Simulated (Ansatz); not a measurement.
The pair A = C2H4 (SMILES C=C) (first 6 atoms), B = C2H4 (SMILES C=C); geometry from A24 set.
(charge 0, multiplicity 1):
```json
[
 {"atom": "H", "x (Å)": "0.9244", "y (Å)": "-1.2317", "z (Å)": "-1.9062"},
 {"atom": "H", "x (Å)": "-0.9244", "y (Å)": "-1.2317", "z (Å)": "-1.9062"},
 {"atom": "H", "x (Å)": "-0.9244", "y (Å)": "1.2317", "z (Å)": "-1.9062"},
 {"atom": "H", "x (Å)": "0.9244", "y (Å)": "1.2317", "z (Å)": "-1.9062"},
 {"atom": "C", "x (Å)": "0.0000", "y (Å)": "0.6673", "z (Å)": "-1.9056"},
 {"atom": "C", "x (Å)": "0.0000", "y (Å)": "-0.6673", "z (Å)": "-1.9056"},
 {"atom": "H", "x (Å)": "0.0000", "y (Å)": "1.2334", "z (Å)": "2.8293"},
 {"atom": "H", "x (Å)": "0.0000", "y (Å)": "1.2255", "z (Å)": "0.9778"},
 {"atom": "H", "x (Å)": "0.0000", "y (Å)": "-1.2255", "z (Å)": "0.9778"},
 {"atom": "H", "x (Å)": "0.0000", "y (Å)": "-1.2334", "z (Å)": "2.8293"},
 {"atom": "C", "x (Å)": "0.0000", "y (Å)": "-0.6671", "z (Å)": "1.9060"},
 {"atom": "C", "x (Å)": "0.0000", "y (Å)": "0.6671", "z (Å)": "1.9060"}
]
```

Frozen-core correlation. MP2 and its Hartree–Fock in aug-cc-pVTZ are density fitted.

Run with Ansatz (Gaussian basis) for Hartree–Fock, density functionals and correlated methods. 

The counterpoise-corrected interaction energy is E(AB) − E(A in the pair's basis) − E(B in the pair's basis). Total energies (hartree):

```tsv
level	AB	A in the pair's basis	B in the pair's basis
HF/aug-cc-pVDZ	-156.0860959	-78.0438195	-78.0436940
MP2/aug-cc-pVDZ	-156.6599287	-78.3294226	-78.3288925
HF/aug-cc-pVTZ	-156.1276782	-78.0645798	-78.0645401
MP2/aug-cc-pVTZ	-156.8112606	-78.4047730	-78.4045935
CCSD(T)/aug-cc-pVDZ	-156.7403423	-78.3697924	-78.3691839
```

### Question
Work out the counterpoise-corrected interaction energy at the basis-set limit: extrapolate the MP2 correlation part as X⁻³, take Hartree–Fock from the larger set, and add the CCSD(T) − MP2 difference of aug-cc-pVDZ.

### Answer

1. Differences (1 hartree = 627.509 kcal/mol): HF/aug-cc-pVDZ 0.890; MP2/aug-cc-pVDZ -1.013; HF/aug-cc-pVTZ 0.905; MP2/aug-cc-pVTZ -1.189; CCSD(T)/aug-cc-pVDZ -0.857.
2. Correlation parts, MP2 less HF: -1.902 in aug-cc-pVDZ (X = 2), -2.093 in aug-cc-pVTZ (X = 3).
3. Limit (3³·(-2.093) − 2³·(-1.902))/(3³ − 2³) = -2.174; with HF/aug-cc-pVTZ it gives -1.269.
4. CCSD(T) less MP2 in aug-cc-pVDZ: 0.155.
Result: -1.11 kcal/mol, against -1.01 at MP2/aug-cc-pVDZ. It is an estimate of this method's limit, not of the exact value.

Ansatz is a first-principles code.
